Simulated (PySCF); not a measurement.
## `CC[PH+]1C=C1`, [C4H8P]+, charge +1

Molfile (atoms numbered from 1):
```
C4H8P
     RDKit          3D

 13 13  0  0  0  0  0  0  0  0999 V2000
   -1.5261   -0.5155    0.4341 C   0  0  0  0  0  0  0  0  0  0  0  0
   -0.9970    0.6744   -0.3525 C   0  0  0  0  0  0  0  0  0  0  0  0
    0.8019    0.6879   -0.4851 P   0  0  0  0  0  0  0  0  0  0  0  0
    1.8655   -0.0749    0.6839 C   0  0  0  0  0  0  0  0  0  0  0  0
    1.7879   -0.7627   -0.4441 C   0  0  0  0  0  0  0  0  0  0  0  0
   -2.6223   -0.4537    0.4782 H   0  0  0  0  0  0  0  0  0  0  0  0
   -1.1518   -0.5243    1.4683 H   0  0  0  0  0  0  0  0  0  0  0  0
   -1.2661   -1.4722   -0.0418 H   0  0  0  0  0  0  0  0  0  0  0  0
   -1.2698    1.6409    0.1069 H   0  0  0  0  0  0  0  0  0  0  0  0
   -1.3749    0.6979   -1.3899 H   0  0  0  0  0  0  0  0  0  0  0  0
    1.2982    1.8032   -1.1934 H   0  0  0  0  0  0  0  0  0  0  0  0
    2.3217   -0.0399    1.6757 H   0  0  0  0  0  0  0  0  0  0  0  0
    2.1403   -1.6563   -0.9642 H   0  0  0  0  0  0  0  0  0  0  0  0
  1  2  1  0
  2  3  1  0
  3  4  1  0
  4  5  2  0
  5  3  1  0
  1  6  1  0
  1  7  1  0
  1  8  1  0
  2  9  1  0
  2 10  1  0
  3 11  1  0
  4 12  1  0
  5 13  1  0
M  CHG  1   3   1
M  END
```

Level of theory: GIAO HCTH407/pcSseg-1 magnetisability, rotational g tensor and spin-rotation constants, non-relativistic, gas phase (PySCF). Geometry: PBE0-D3(BJ)/def2-SVP.

For an ion the centre-of-mass motion in the field is neglected.

How diamagnetic is it, and how anisotropic?

Isotropic -920 × 10⁻³⁰ J/T², or -55.4 × 10⁻⁶ cm³/mol; principal values -1191, -799, -770 × 10⁻³⁰ J/T², anisotropy 407 × 10⁻³⁰ J/T² (root of half the summed squared differences of the principal values). The susceptibility is in cgs units.

Split it along the inertial axes a, b, c into diamagnetic and paramagnetic parts about the centre of mass, with the quadrupole moment.


| axis | χ (10⁻⁶ cm³/mol) | diamagnetic (10⁻⁶ cm³/mol) | paramagnetic (10⁻⁶ cm³/mol) | summed x² of all electrons (Å²) | quadrupole Θ (D Å) |
| --- | --- | --- | --- | --- | --- |
| a | -61.0 | -240.3 | 179.3 | 94.2 | +5.75 |
| b | -58.8 | -483.1 | 424.3 | 36.9 | -1.83 |
| c | -46.4 | -556.1 | 509.7 | 19.7 | -3.92 |

Anisotropies 2χaa − χbb − χcc = -16.8 and 2χbb − χaa − χcc = -10.2 × 10⁻⁶ cm³/mol. Θ is traceless in Buckingham's convention.

And the rotational g tensor?


| axis | rotational constant (GHz) | g | nuclear part | electronic part |
| --- | --- | --- | --- | --- |
| a | 7.5529 | +0.0258 | 0.6620 | -0.6362 |
| b | 2.9921 | +0.0134 | 0.6098 | -0.5964 |
| c | 2.5431 | -0.0020 | 0.6070 | -0.6090 |

Asymmetric top; isotopes 12C, 1H, 31P; no vibrational averaging.
